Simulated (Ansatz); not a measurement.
# CHBSi (triplet): wave-function methods side by side, def2-TZVPP

An exercise on one series of results from a longer session: the logs are not shown, and one member is left open.

Computed with Ansatz 0.2.0, Gaussian basis. Level: def2-TZVPP, core rule «outside noble gas», up to 7 orbitals frozen.

To be run: UHF; ROHF; CCSD(T) on UHF.

2 further runs of the same task are left out: 2 set aside as unsound or not needed.

## The geometry

The geometry is a PBE0/def2-TZVP stationary point (not a proven minimum) of the parent state, kept for this charge and spin.

4 atoms, charge 0, spin multiplicity 3.

Atoms are counted from 1 here; the program's logs count them from 0.

Bond lengths: C1–B2 1.338 Å, C1–H4 1.073 Å, B2–Si3 1.848 Å. Angles: B2–C1–H4 180.0°, C1–B2–Si3 180.0°.

Set-up of the first run:

File in.yaml:

```yaml
crystal:
  periodic: [false, false, false]
  atoms:
    - {symbol: C, position_ang: [0.000000, 0.000000, 0.862700]}
    - {symbol: B, position_ang: [0.000000, 0.000000, -0.475200]}
    - {symbol: Si, position_ang: [0.000000, 0.000000, -2.322700]}
    - {symbol: H, position_ang: [0.000000, 0.000000, 1.935200]}
basis:
  gaussian: {orbitals: def2-TZVPP}
magnetization: {spin_polarized: true, initial_magnetization: 2}
hamiltonian: {xc: hf}
output: {orbitals: {seedname: orbitals}}
```

The run is started by

```
> ansatz run in.yaml --threads 1 --pin off --events-out ev --progress --plain --max-ram 4096MiB --backend cpu
```

Among the steps run: UHF; ROHF; CCSD(T) on UHF.

One table of the session follows, with a row left open; its other results are not shown here.

| method | from UCCSD(T) (kJ/mol) |
| --- | --- |
| ROHF | +912.1 |
| UHF | +880.7 |
| UMP2 | +172.9 |
| UCCSD | ? |
| UCCSD(T) | 0 |

Estimate the missing values for UCCSD.

The run gave: from UCCSD(T) (kJ/mol): +44.0. In the column «from UCCSD(T) (kJ/mol)» it lies between UCCSD(T) (0) and UMP2 (+172.9).
